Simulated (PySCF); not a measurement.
C2H5, SMILES [CH2]C, doublet (PBE0/def2-SVP optimised geometry):

```
7

C      0.340     0.578     0.000
C     -0.422    -0.676    -0.206
H      1.433     0.578     0.000
H     -0.162     1.548     0.000
H     -0.561    -0.907    -1.282
H      0.090    -1.548     0.231
H     -1.433    -0.622     0.229
```

Computed with unrestricted PBE0/def2-TZVP (PySCF).

### Question
What are the frontier orbital energies (α orbitals alone; a β orbital can be the lowest empty one) and the dipole moment?

### Answer
HOMO-2 -11.06 eV, HOMO-1 -9.96 eV, HOMO -5.94 eV, LUMO 1.62 eV, LUMO+1 2.44 eV; dipole moment 0.31 D.

On the same geometry unrestricted PBE/def2-TZVP (PySCF) gives HOMO-2 -9.54 eV, HOMO-1 -8.50 eV, HOMO -4.56 eV, LUMO 0.81 eV, LUMO+1 1.61 eV; dipole moment 0.36 D.

Meta-Löwdin charges at PBE0/def2-TZVP: C1 -0.26, C2 -0.34, H3 0.12, H4 0.12, H5 0.12, H6 0.12, H7 0.12.
